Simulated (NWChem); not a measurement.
System: SiF4; SMILES F[Si](F)(F)F

```xyz
5

F      1.3593     0.7380     0.3513
Si     0.0000     0.0000     0.0000
F     -1.1101     1.0765    -0.3530
F     -0.4734    -0.8582     1.2471
F      0.2241    -0.9563    -1.2454
```
Atoms are numbered in this order, from 1.

Computed with NWChem. Pople sets run with spherical d functions. Geometry: optimised at PBE0/def2-SVP. Atomic charges in e: unrestrained fits to the electrostatic potential beside Mulliken populations; buried atoms are poorly determined by the fit.

Question: Estimate the computed values for Hartree-Fock/6-31G*. Quantities: ESP F1; Mulliken F1; ESP Si2; Mulliken Si2; ESP F3; Mulliken F3; ESP F4; Mulliken F4; ESP F5; Mulliken F5; relative RMS misfit of the potential (%).

Answer: 
* **ESP F1**: -0.36
* **Mulliken F1**: -0.50
* **ESP Si2**: 1.46
* **Mulliken Si2**: 2.01
* **ESP F3**: -0.36
* **Mulliken F3**: -0.50
* **ESP F4**: -0.36
* **Mulliken F4**: -0.50
* **ESP F5**: -0.36
* **Mulliken F5**: -0.50
* **relative RMS misfit of the potential (%)**: 17
